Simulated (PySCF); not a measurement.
Bonds broken one at a time in the series formyl-X. Isolated molecules, 0 K electronic values unless said otherwise. One relaxed conformer stands for each flexible species; it need not be the lowest. Strings in code marks are SMILES.

Level of theory: TPSSh-D3(BJ)/def2-TZVP // PBE0-D3(BJ)/def2-TZVP (PySCF 2.14.0). 

```csv
species,dipole moment (D),highest occupied spin orbital (eV)
radical fragment (`[CH2]C`),0.29,-5.24
whole molecule (`COC=O` (C–O–C–O torsion 0°)),–,–
radical fragment (`C[O]`),2.01,-6.85
radical fragment (`O=C[N]C` (C–N–C–O torsion 35°)),–,-6.98
radical fragment (`C[S]`),1.75,-5.95
radical fragment (`C#[C]`),0.80,-7.87
```
